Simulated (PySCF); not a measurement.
acetone (C₃H₆O), SMILES CC(C)=O. Geometry optimised at B3LYP-D3(BJ)/def2-SVP.

Question: Give the equilibrium geometry at B3LYP-D3(BJ)/def2-SVP (PySCF confirms it by a frequency run) as bond lengths and angles, and its point group. (Estimate from the structure and the level; the computed values follow.)

Answer: point group C2.
Atoms: C1 C2 C3 O4 H5 H6 H7 H8 H9 H10. Bond lengths (Å): C1–C2 1.518, C1–H5 1.103, C1–H6 1.103, C1–H7 1.098, C2–C3 1.518, C2–O4 1.210, C3–H8 1.098, C3–H9 1.103, C3–H10 1.103. Angles (°): C2–C1–H5 110.6, C2–C1–H6 110.1, C2–C1–H7 109.8, H5–C1–H6 106.8, H5–C1–H7 109.9, H6–C1–H7 109.6, C1–C2–C3 116.2, C1–C2–O4 121.9, C3–C2–O4 121.9, C2–C3–H8 109.8, C2–C3–H9 110.1, C2–C3–H10 110.6, H8–C3–H9 109.6, H8–C3–H10 109.9, H9–C3–H10 106.8.
Charge 0, spin multiplicity 1.
